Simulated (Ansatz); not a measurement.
## quartet Si₂(+): levels of theory in one basis

```xyz
2

Si    0.0000    0.0000   -1.2321
Si    0.0000    0.0000    1.2321
```

Basis set: def2-SVP (spherical functions). Correlated methods keep 10 orbitals frozen. Correlation on ROHF uses semicanonical orbitals with singles. Charge 1, multiplicity 4.

Computed with Ansatz (development build ahead of 0.2.0); each method stands on the lowest determinant of its kind that the runs found.

| method | E − E(ROHF) (eV) | <S²> of the determinant |
| --- | --- | --- |
| ROHF | 0.00 | – |
| UHF | -0.10 | 3.77 |
| UHF-MP2 | -2.99 | 3.77 |
| ROHF-CCSD(T) | -4.28 | – |
| UHF-CCSD(T) | -4.28 | 3.77 |

Problem. What does ROHF-MP2 give on the same scale?

Solution. -3.13 eV.

Problem. Is a single determinant a sound starting point here?

Solution. By this sign, yes. Unrestricted orbitals gain 0.10 eV and <S²> is 3.77 against 3.75 for a pure state.

Caution for UHF, UHF-MP2, UHF-CCSD(T): the determinant may break the point group.
